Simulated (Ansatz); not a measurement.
Task: a ladder of methods at one geometry of C₃H₆FN, SMILES C=CC(N)F, with Ansatz's Python interface. Give the script and its output. Level of theory (for the species named): r2SCAN, def2-SVP basis, multiplicity 1. The script varies functional: r2scan, lda, b3lyp, blyp.

The script reads `c3h6fn.xyz`:
```text
11

C    -1.40630    1.00230   -0.43940
C    -0.23780    0.52240   -0.63930
C     0.58870   -0.07520    0.40960
N     1.00580   -1.43810    0.08760
F     1.80800    0.57290    0.47410
H    -2.00490    1.49070   -1.28560
H    -1.90150    1.06660    0.52910
H     0.24010    0.55980   -1.64120
H     0.16110    0.00000    1.45510
H     1.69370   -1.73360    0.72620
H     0.11840   -2.02490    0.34430
```

`methods_c3h6fn.py`
```python
from pathlib import Path
import warnings

import ansatz as az
import numpy as np

warnings.simplefilter("ignore", az.DeckWarning)

c3h6fn = az.Crystal.molecule_from_extxyz("c3h6fn.xyz")

job = c3h6fn.calculation().basis(gaussian="def2-SVP")

print("functional    E (Ha)        dipole (D)   HOMO (eV)  LUMO (eV)")
for name in ["r2scan", "lda", "b3lyp", "blyp"]:
    r = job.functional(name).forces().orbitals().run(threads=1, runs_dir="runs").report
    lines = Path(r["orbitals_path"]).read_text().splitlines()
    field_of = lambda key: [line.split("=")[1].strip() for line in lines if line.startswith(key)]
    orbitals = [(27.211386 * float(e), s, float(n)) for e, s, n in zip(field_of("Ene="), field_of("Spin="), field_of("Occup="))]
    homo = max(e for e, _, n in orbitals if n > 0.5)
    lumo = min(e for e, _, n in orbitals if n < 0.5)
    dipole = 4.803205 * np.linalg.norm(r["charge_distribution"]["dipole_moment_e_ang"])
    print(f"{name:10s} {r['free_energy_ev'] / 27.211386246:14.6f} {dipole:9.3f} {homo:11.3f} {lumo:10.3f}")
```

```console
$ python methods_c3h6fn.py
functional    E (Ha)        dipole (D)   HOMO (eV)  LUMO (eV)
r2scan        -272.118952     2.342      -6.067     -0.742
lda           -270.080998     2.268      -5.716     -1.136
b3lyp         -272.270873     2.330      -7.014     -0.054
blyp          -272.174123     2.141      -5.523     -0.732
```

Reading the output:
- Total energies depend on the basis set; only differences at equal settings carry meaning.
- The geometry is a force-field or estimated start, not a minimum of this method, and the basis set is short of its limit. A lower total doesn't mark the better method: functionals have no common bound, and MP2 and coupled cluster aren't variational.
- b3lyp holds the VWN-RPA fit, as in Gaussian; the form of ORCA and Turbomole is b3lyp5.
- Levels such as HOMO and LUMO are orbital energies: with these approximate functionals they aren't the ionisation energy and electron affinity, and their gap isn't the fundamental gap.
- Hardware and time: 19 s on 1 thread of Intel(R) Xeon(R) Platinum 8259CL CPU @ 2.50GHz (Skylake/Cascade Lake), with other jobs on the host, peak memory 0.28 GiB.

(Lines on the test bed's own set-up are left out of the output.)
